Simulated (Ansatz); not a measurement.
# Rhombohedral A7 Sb: elastic constant C12 by level of theory

No measured value is used here.

```json
[
 {"level (code)": "LDA+SOC (Ansatz)", "value (GPa)": "29.0", "cell (Å³/atom)": "29.21"},
 {"level (code)": "PBE (Ansatz)", "value (GPa)": "25.3", "cell (Å³/atom)": "31.86"},
 {"level (code)": "PBE-D3(BJ) (Ansatz)", "value (GPa)": "26.2", "cell (Å³/atom)": "29.73"},
 {"level (code)": "HSE06 (Ansatz)", "value (GPa)": "27.8", "cell (Å³/atom)": "31.05"}
]
```

LDA+SOC: LDA has no dispersion term either, though it tends to give short spacings of layers, chains or molecules. PBE, HSE06: the cell comes from a level without a dispersion term, which matters for the spacing of layers, chains or molecules. PBE-D3(BJ): the dispersion coefficients are held fixed in the derivatives. HSE06: hybrids on metals are sensitive to the k mesh. HSE06: the run warned that the count of filled bands differs between k points. Each level is taken at its own relaxed cell. K meshes differ between the levels. Ansatz's density-functional and Hartree–Fock values are scalar-relativistic unless marked +SOC, with PAW data made under PBE.

Ansatz is a first-principles code.
